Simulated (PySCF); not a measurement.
Cards and structures have been mixed up. Pair them.

Structures:
1. `CO` (CH4O)
2. `C[Si](C)(C)C` (C4H12Si)
3. `FC(Cl)(Cl)Cl` (CCl3F)
4. `N` (NH3)

Card P (geometry GFN2-xTB):
* Rotational constants A, B, C: 2.444, 2.444, 1.709 GHz
* 13C chemical shifts (computed TMS as zero) by class (GIAO B97-2/ANO-RCC-VDZP): 151.2 (1 C) ppm
* Isotropic shieldings of nuclei other than C and H, by class (GIAO B97-2/ANO-RCC-VDZP): 180 (1 F), 450 (3 Cl) ppm
* Dipole moment (B97-2/ANO-RCC-VDZP): 0.49 D
* Point group: C3v

Card Q (geometry GFN2-xTB):
- Rotational constants A, B, C: 128.018, 25.225, 24.323 GHz
- Isotropic shieldings of nuclei other than C and H, by class (GIAO PBE0/pcSseg-1): 332 (1 O) ppm
- HOMO energy (PBE0/pcSseg-1): -7.71 eV
- Point group: Cs
- 13C chemical shifts (computed TMS as zero) by class (GIAO PBE0/pcSseg-1): 54.4 (1 C) ppm

Card R (geometry GFN2-xTB):
* Rotational constants A, B, C: 300.662, 300.485, 187.609 GHz
* Isotropic shieldings of nuclei other than C and H, by class (GIAO PBE0/pcSseg-1): 268 (1 N) ppm
* Dipole moment (PBE0/pcSseg-1): 1.74 D
* Point group: C3v
* HOMO energy (PBE0/pcSseg-1): -7.31 eV

Card S (geometry GFN2-xTB):
* Rotational constants A, B, C: 3.017, 3.012, 3.011 GHz
* Dipole moment (B3LYP/pcSseg-1): 0.00 D
* 13C chemical shifts (computed TMS as zero) by class (GIAO B3LYP/pcSseg-1): 0.0 (4 C) ppm
* Point group: Td
* Isotropic shieldings of nuclei other than C and H, by class (GIAO B3LYP/pcSseg-1): 334 (1 Si) ppm
* HOMO energy (B3LYP/pcSseg-1): -8.13 eV

Each SMILES stands for a single optimised conformer of the isolated species, non-relativistic unless stated. Electronic properties by PySCF. NMR classes are plain means over equivalent atoms (diastereotopic ones count apart unless rotation or inversion swaps them), as if these changed places fast.

**Question.** Which card belongs to which structure?

**Answer.** P = 3, Q = 1, R = 4, S = 2. What ties each card to its structure:
- 1 (card Q), CH4O, monoisotopic mass 32.0 u, 2 heavy atoms: 1 C in 1 class; point group Cs; an asymmetric top with C = 24.323 GHz.
- 2 (card S), C4H12Si, monoisotopic mass 88.1 u, 5 heavy atoms: 4 C in 1 class; point group Td; a spherical top (constants that symmetry makes equal differ by optimisation noise) with C = 3.011 GHz; a dipole under 0.05 D.
- 3 (card P), CCl3F, monoisotopic mass 135.9 u, 5 heavy atoms: 1 C in 1 class; an oblate symmetric top with C = 1.709 GHz, the lowest such constant on the cards; dipole 0.49 D. NMR values of atoms bound to several Cl lack the spin–orbit term that these neighbours bring.
- 4 (card R), NH3, monoisotopic mass 17.0 u, 1 heavy atom: an oblate symmetric top (constants that symmetry makes equal differ by optimisation noise) with C = 187.609 GHz, the highest such constant on the cards; dipole 1.74 D.
